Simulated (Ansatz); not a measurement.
**SiHO (doublet): the correlation ladder, cc-pVDZ**

Aim: climb from Hartree-Fock through coupled cluster for SiHO (doublet) at one geometry and basis, and see what each rung misses.

The runs use Ansatz 0.2.0, Gaussian basis; cc-pVDZ, core rule «outside noble gas», up to 6 orbitals frozen.

To be run: UHF; CCSD(T) on ROHF; CCSD(T) on UHF; BCCD(T) on ROHF; CISD; CCSDT(Q) on ROHF; CCSDT(Q) on UHF; CCSDTQ on ROHF; CCSDTQ on UHF.

8 further runs of the same task are left out: 4 for a known fault of the program, 4 set aside as unsound or not needed.

**1. The system**

The geometry is a PBE0/def2-TZVP stationary point (not a proven minimum).

3 atoms, charge 0, spin multiplicity 2.

Atoms are counted from 1 here; the program's logs count them from 0.

Bond lengths: Si1–O2 1.650 Å, O2–H3 0.962 Å. Angles: Si1–O2–H3 118.7°.

As a file:

```xyz
3

Si    0.00000    0.03096    0.63225
O     0.00000   -0.09880   -1.01286
H     0.00000    0.70568   -1.53973
```

**2. UHF**

Input file in.yaml:

```yaml
crystal:
  periodic: [false, false, false]
  atoms:
    - {symbol: Si, position_ang: [0.000000, 0.030957, 0.632254]}
    - {symbol: O, position_ang: [0.000000, -0.098798, -1.012863]}
    - {symbol: H, position_ang: [0.000000, 0.705682, -1.539731]}
basis:
  gaussian: {orbitals: cc-pVDZ}
magnetization: {spin_polarized: true, initial_magnetization: 1}
hamiltonian: {xc: hf}
output: {orbitals: {seedname: orbitals}}
```

Started as:

```bash
> ansatz run in.yaml --threads 1 --pin off --events-out ev --progress --plain --max-ram 2560MiB --backend cpu
```

After this run come: CCSD(T) on ROHF; CCSD(T) on UHF; BCCD(T) on ROHF; CISD; CCSDT(Q) on ROHF; CCSDT(Q) on UHF; CCSDTQ on ROHF; CCSDTQ on UHF.

Before running them: what should the planned runs give, taken together? Wanted: UCCSDTQ below the RHF energy; RMP2 from UCCSDTQ; UMP2 from UCCSDTQ; RCCSD from UCCSDTQ; RCCSD(T) from UCCSDTQ; UCCSD(T) from UCCSDTQ; RCCSDT(Q) from UCCSDTQ; UCCSDT(Q) from UCCSDTQ; T1 diagnostic.

**Answer**, as computed:

| quantity | value |
| --- | --- |
| UCCSDTQ below the RHF energy | -7.7175 eV |
| RMP2 from UCCSDTQ | +736.7 meV |
| UMP2 from UCCSDTQ | +749.3 meV |
| RCCSD from UCCSDTQ | +223.7 meV |
| RCCSD(T) from UCCSDTQ | +36.1 meV |
| UCCSD(T) from UCCSDTQ | +36.1 meV |
| RCCSDT(Q) from UCCSDTQ | +0.1 meV |
| UCCSDT(Q) from UCCSDTQ | -2.6 meV |
| levels within 1 kcal/mol (43 meV) | RCCSD(T), UCCSD(T), BCCD(T), RCCSDT, UCCSDT, RCCSDT(Q), UCCSDT(Q), RCCSDTQ |
| T1 diagnostic | 0.022 |

In words: RCCSD(T) lands +36.1 meV from the yardstick (0.5 % of the correlation energy). These misses are within one basis, not against nature; the frozen cores of restricted and unrestricted runs differ, which can shift their rows.
